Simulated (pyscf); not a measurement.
A first-order saddle from PySCF, ωB97X-D3(BJ)/def2-SVP:

```xyz
13

C      0.0810     0.5550    -0.6915
C     -1.4396     0.5378    -0.6471
O     -1.9337     0.0624     0.5926
Si    -1.8607     0.9062     2.0210
H      0.4978     1.2576     0.0488
H      0.4350     0.8636    -1.6879
H      0.4814    -0.4470    -0.4725
H     -1.8366    -0.1322    -1.4268
H     -1.8409     1.5495    -0.8524
H     -0.3772     0.9599     2.5938
H     -2.3054     2.3212     1.8173
H     -2.7313     0.2016     2.9979
H      0.7741     1.0105     2.9387
```
Charge 0, spin multiplicity 2.

Surface: doublet, charge 0. Lowest wavenumbers (cm⁻¹): 905i, 39, 110, 185, 192.

Problem. Name the species on either side of this saddle.

Solution. H₃C–CH₂–O–SiH₃ + H atom (H•) <-> H₃C–CH₂–O–SiH₂• + hydrogen (H₂), a hydrogen abstraction read from left to right: H–Si broken and H–H formed. At ωB97M-D3(BJ)/def2-TZVP it lies +18.0 kJ/mol from the left side and +63.5 kJ/mol from the right (each side as separated species at their lowest minima found). H₃C–CH₂–O–SiH₃ lies 75.7 kJ/mol over its isomer H₃C–CH₂–SiH₂–OH (electronic energy, ωB97M-D3(BJ)/def2-TZVP). H₃C–CH₂–O–SiH₂• lies 127.6 kJ/mol over its isomer H₃C–Si•(CH₃)–OH (electronic energy, ωB97M-D3(BJ)/def2-TZVP). This is the saddle that the search found; another between the same sides may lie lower. The angle at the transferred H is 176°.
